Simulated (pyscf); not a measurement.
Single points on ωB97X-D3(BJ)/def2-SVP structures (PySCF, gas phase).

Task: Estimate the classical barrier height and the reaction energy of H₂B–F + ammonia (NH₃) → H₂N–BH–F + hydrogen (H₂) at ωB97M-D3(BJ)/def2-TZVP. The step runs on the singlet surface, breaks B–H, H–N and forms B–N, H–H; take the separated reactants as zero.

Result: ΔE‡ = 0.67 eV, ΔE = -1.25 eV. Zero-point energy shifts the barrier by +0.02 eV. It is a four-centre exchange, with an imaginary mode of 1461i cm⁻¹. On the reactant side the descent ends in an adduct with a B–N contact, 1.01 eV under the separated species and 1.71 eV under the saddle at ωB97X-D3(BJ)/def2-TZVP. What is counted as formed (B–N) is already present as a longer contact in the reactant adduct; forming that adduct is a step of its own. At the saddle there is also a short B–H contact that neither side keeps. The same reactants have a lower exit, to H₂B–NH₂ + HF (barrier +0.40 eV at ωB97M-D3(BJ)/def2-TZVP, against +0.67 eV here). This is the saddle that the search found; another between the same sides may lie lower.
